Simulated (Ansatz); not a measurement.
Born–Oppenheimer molecular dynamics of FH₃OSi (6 atoms, charge 0, multiplicity 1). It starts from a relaxed structure.

The calculation used RKS BLYP-D4/def2-SVP in Ansatz 0.2.0.

| Item | Value |
| --- | --- |
| ensemble | NVE (velocity Verlet) |
| time step | 0.5 fs |
| steps asked | 150 |
| starting velocities drawn for | 100 K |
| seed | 927915 |

Frames 2.5 fs apart, positions in Å, forces in eV/Å.

Velocities at 40.0 fs (Å/ps):

```
Si 0.09 -0.36 0.12
O -0.16 0.32 -1.82
H 3.15 -1.15 -7.52
F -0.04 0.20 0.28
H 0.37 -6.76 16.10
H -2.87 9.24 11.64
```

```xyz
6
Properties=species:S:1:pos:R:3:forces:R:3 time_fs=40.0 energy_less_start_eV=0.017 T=67
Si -0.126 0.043 -0.028 -0.15 -0.23 0.55
O -0.451 0.236 1.600 0.05 -0.09 0.01
H -0.373 -0.561 2.155 0.02 0.02 0.02
F 1.479 -0.134 -0.284 0.10 -0.01 -0.08
H -0.604 1.289 -0.621 -0.06 0.43 -0.36
H -0.798 -1.176 -0.560 0.03 -0.12 -0.12
6
Properties=species:S:1:pos:R:3:forces:R:3 time_fs=42.5 energy_less_start_eV=0.039 T=25
Si -0.125 0.042 -0.027 0.01 -0.05 0.64
O -0.451 0.237 1.596 0.06 -0.03 0.13
H -0.365 -0.565 2.138 0.01 -0.07 0.14
F 1.479 -0.133 -0.283 0.10 -0.04 -0.11
H -0.605 1.288 -0.594 -0.10 0.59 -0.51
H -0.806 -1.160 -0.536 -0.08 -0.40 -0.29
6
Properties=species:S:1:pos:R:3:forces:R:3 time_fs=45.0 energy_less_start_eV=0.030 T=43
Si -0.125 0.041 -0.025 -0.21 0.40 0.20
O -0.451 0.238 1.592 0.06 -0.19 0.40
H -0.356 -0.572 2.129 -0.02 0.08 0.08
F 1.480 -0.133 -0.283 0.07 -0.05 -0.12
H -0.612 1.319 -0.596 0.09 0.05 -0.30
H -0.817 -1.165 -0.529 0.00 -0.28 -0.27
6
Properties=species:S:1:pos:R:3:forces:R:3 time_fs=47.5 energy_less_start_eV=0.034 T=34
Si -0.126 0.041 -0.022 -0.49 0.58 -0.38
O -0.451 0.237 1.589 0.05 -0.24 0.56
H -0.348 -0.574 2.125 -0.03 0.14 0.06
F 1.480 -0.133 -0.283 0.02 -0.06 -0.10
H -0.613 1.353 -0.615 0.26 -0.51 -0.03
H -0.828 -1.187 -0.538 0.19 0.08 -0.11
6
Properties=species:S:1:pos:R:3:forces:R:3 time_fs=50.0 energy_less_start_eV=0.037 T=28
Si -0.127 0.042 -0.020 -0.48 0.42 -0.71
O -0.451 0.236 1.589 0.00 -0.06 0.48
H -0.341 -0.569 2.125 -0.02 -0.02 0.16
F 1.481 -0.133 -0.284 -0.04 -0.06 -0.06
H -0.599 1.359 -0.637 0.25 -0.62 0.09
H -0.827 -1.203 -0.554 0.29 0.34 0.03
6
Properties=species:S:1:pos:R:3:forces:R:3 time_fs=52.5 energy_less_start_eV=0.014 T=72
Si -0.129 0.043 -0.019 -0.12 0.03 -0.64
O -0.451 0.235 1.590 -0.04 -0.01 0.44
H -0.336 -0.564 2.134 -0.02 -0.02 0.14
F 1.482 -0.133 -0.284 -0.09 -0.05 0.00
H -0.571 1.330 -0.654 0.05 -0.24 0.00
H -0.810 -1.201 -0.568 0.21 0.30 0.06
6
Properties=species:S:1:pos:R:3:forces:R:3 time_fs=55.0 energy_less_start_eV=0.011 T=79
Si -0.132 0.045 -0.020 0.42 -0.36 -0.24
O -0.450 0.234 1.593 -0.04 -0.10 0.42
H -0.332 -0.560 2.151 -0.03 0.11 -0.02
F 1.482 -0.133 -0.285 -0.12 -0.04 0.05
H -0.541 1.288 -0.672 -0.21 0.40 -0.20
H -0.781 -1.183 -0.579 -0.02 -0.02 -0.01
6
Properties=species:S:1:pos:R:3:forces:R:3 time_fs=57.5 energy_less_start_eV=0.026 T=50
Si -0.134 0.046 -0.022 0.76 -0.32 0.06
O -0.450 0.232 1.598 -0.07 0.03 0.17
H -0.330 -0.550 2.168 -0.01 0.03 -0.02
F 1.482 -0.134 -0.285 -0.11 -0.02 0.10
H -0.522 1.268 -0.701 -0.32 0.62 -0.20
H -0.753 -1.165 -0.591 -0.25 -0.34 -0.10
6
Properties=species:S:1:pos:R:3:forces:R:3 time_fs=60.0 energy_less_start_eV=0.022 T=58
Si -0.134 0.046 -0.023 0.63 0.05 -0.08
O -0.451 0.231 1.603 -0.09 0.21 -0.17
H -0.328 -0.539 2.183 0.02 -0.12 0.03
F 1.481 -0.134 -0.286 -0.09 0.00 0.13
H -0.522 1.282 -0.741 -0.20 0.17 0.13
H -0.739 -1.166 -0.609 -0.28 -0.32 -0.04
6
Properties=species:S:1:pos:R:3:forces:R:3 time_fs=62.5 energy_less_start_eV=0.031 T=40
Si -0.133 0.047 -0.025 0.25 0.17 -0.35
O -0.451 0.230 1.607 -0.06 0.14 -0.29
H -0.325 -0.534 2.200 0.01 -0.03 -0.10
F 1.481 -0.135 -0.285 -0.05 0.02 0.13
H -0.534 1.307 -0.772 -0.03 -0.33 0.47
H -0.741 -1.185 -0.627 -0.12 0.03 0.14
6
Properties=species:S:1:pos:R:3:forces:R:3 time_fs=65.0 energy_less_start_eV=0.043 T=18
Si -0.131 0.048 -0.027 -0.08 -0.01 -0.34
O -0.452 0.230 1.611 -0.02 0.07 -0.39
H -0.321 -0.530 2.211 0.01 0.05 -0.19
F 1.480 -0.136 -0.285 0.01 0.03 0.10
H -0.547 1.313 -0.777 0.05 -0.45 0.54
H -0.750 -1.202 -0.639 0.03 0.32 0.27
6
Properties=species:S:1:pos:R:3:forces:R:3 time_fs=67.5 energy_less_start_eV=0.027 T=48
Si -0.129 0.048 -0.030 -0.17 -0.33 0.06
O -0.453 0.230 1.613 0.00 0.20 -0.61
H -0.317 -0.525 2.212 0.04 -0.10 -0.08
F 1.479 -0.136 -0.284 0.08 0.03 0.06
H -0.559 1.294 -0.751 -0.01 -0.12 0.30
H -0.757 -1.202 -0.634 0.07 0.32 0.26
```

Of the whole run (75 fs, mean temperature of the second half 51 K): The conserved energy stayed within 0.047 meV per atom of its start (net change 0.014 meV per atom), so the integration is sound. The temperature averaged 0.51 of the 100 K drawn at the start: a run that starts near a minimum puts about half its kinetic energy into the potential. A run of 0.075 ps of so small a system gives no equilibrium averages.

Run time: 3.1 min on 1 thread of Arm Neoverse V1, on a shared host, peak memory 0.097 GiB.
